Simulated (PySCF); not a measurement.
**Chlorine: a sound run and one with changed settings**

Sound run: Cl [Ne] 3s2 3p5, Cl⁺ [Ne] 3s2 3p4. All numbers are calculated (PySCF 2.14, no relativity, point nucleus, in def2-SVP (4s3p1d, 18 functions)). In the sound run the correlated levels freeze [Ne]. The sound run starts from symmetry-adapted Hartree-Fock orbitals and uses a fine grid where one is needed.

Changed run: basis STO-3G. This setting is unsound on purpose.

```
species  method  sound run (hartree)  changed run (hartree)  converged
     Cl     UHF           -459.31930             -454.54219        yes
     Cl    PBE0           -459.83853             -454.98901        yes
     Cl     LDA           -458.48644             -453.57551        yes
     Cl     MP2           -459.42824             -454.54219        yes
    Cl⁺     UHF           -458.88624             -454.12970        yes
    Cl⁺    PBE0           -459.36428             -454.52753        yes
    Cl⁺     LDA           -458.00661             -453.11261        yes
    Cl⁺     MP2           -458.97518             -454.12970        yes
```

Ionisation energy of Cl:

```csv
method,sound run (eV),changed run (eV)
UHF,11.784,11.224
PBE0,12.905,12.557
LDA,13.057,12.596
MP2,12.328,11.224
SCS-MP2,12.313,11.224
```

A minimal basis cannot let orbitals breathe on ionisation and holds almost no correlation.

For comparison, NIST gives 12.968 eV between the lowest levels.
